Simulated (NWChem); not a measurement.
**Total energies of hydrogen isocyanide (CHN)**

```xyz
3

C      0.0000     0.0000     0.7490
N      0.0000     0.0000    -0.4352
H      0.0000     0.0000    -1.4477
```
Charge 0, spin multiplicity 1.

All runs are NWChem calculations. Structure: optimised with PBE/def2-SVP, a minimum by its harmonic frequencies.

Basis set: def2-SVP (33 functions).

```json
[
 {"method": "RHF", "total energy (Ha)": "-92.78289"},
 {"method": "MP2", "total energy (Ha)": "-93.05741"},
 {"method": "B2PLYP", "total energy (Ha)": "-93.23902"},
 {"method": "PBE", "total energy (Ha)": "-93.21446"},
 {"method": "B3LYP", "total energy (Ha)": "-93.32996"},
 {"method": "BP86", "total energy (Ha)": "-93.32810"},
 {"method": "CCSD(T)", "total energy (Ha)": "-93.08234"}
]
```

Total energies of different functionals aren't comparable as a measure of quality: only differences taken within one method are. 

The correlated methods keep 2 core orbitals frozen. B3LYP has NWChem's definition, with VWN1-RPA local correlation. Coupled-cluster values serve here as a point of comparison, not as the truth.
